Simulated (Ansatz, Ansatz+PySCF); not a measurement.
```json
{"atom": "Li", "x (Å)": "0.0000", "y (Å)": "0.0000", "z (Å)": "-0.3995"}
{"atom": "H", "x (Å)": "0.0000", "y (Å)": "0.0000", "z (Å)": "1.1984"}
```

RHF-MP2 on singlet LiH was run in several spherical basis sets with Ansatz (development build ahead of 0.2.0). Frozen core: 0 orbitals.

Problem. Rank the basis sets by the total energy that they give, lowest first, with the distance from the lowest.
A. 6-31G(d)
B. def2-SVP
C. def2-TZVP

Solution. C (0.00 eV), B (0.98 eV), A (1.11 eV).

Totals follow the description of the cores as much as that of the bonds, so this order isn't one of quality for chemistry.
